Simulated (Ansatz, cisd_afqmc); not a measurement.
System: C2H6O, charge 0, singlet. C2H6O (methoxymethane, SMILES COC).
B3LYP-D3(BJ)/def2-TZVP minimum from Ansatz (a first-principles code):
```
O
C 1 1.4094
H 2 1.0890 1 107.47
H 2 1.0983 3 109.03 1 120.94
H 2 1.0983 3 109.03 4 118.12
C 1 1.4094 2 112.50 3 -180.00
H 6 1.0890 1 107.47 2 -180.00
H 6 1.0983 7 109.03 1 -120.94
H 6 1.0983 7 109.03 8 -118.12
```

Total energies in cc-pVDZ, 20 correlated electrons, 3 frozen orbitals. Open shells are spin-unrestricted; no spin-orbit coupling. Cores are frozen in correlated methods. No relativity. The Monte Carlo rows (phaseless AFQMC, CISD trial, step 0.005/hartree) carry one-sigma bars that omit the constraint's bias. Outlying blocks are dropped, and bars are widened where a walk drifts. Over all cases where full CI ran beside it in this data, AFQMC minus full CI had a median of +0.1 mEh and passed +0.4 mEh in a tenth of the cases.

```csv
method,program,energy (Eh),minus CCSDT(Q) (mEh)
HF,Ansatz,-154.07591,531.94
MP2,Ansatz,-154.55419,53.67
CCSD,Ansatz,-154.59334,14.51
CCSD(T),Ansatz,-154.60621,1.65
CCSDT(Q),Ansatz,-154.60785,0.00
AFQMC/CISD,cisd_afqmc,-154.6079 ± 0.0004,-0.1 ± 0.4
```

Rough core times of Ansatz's runs on a shared machine: CCSD(T) under 20 s, CCSDT(Q) 6 min.
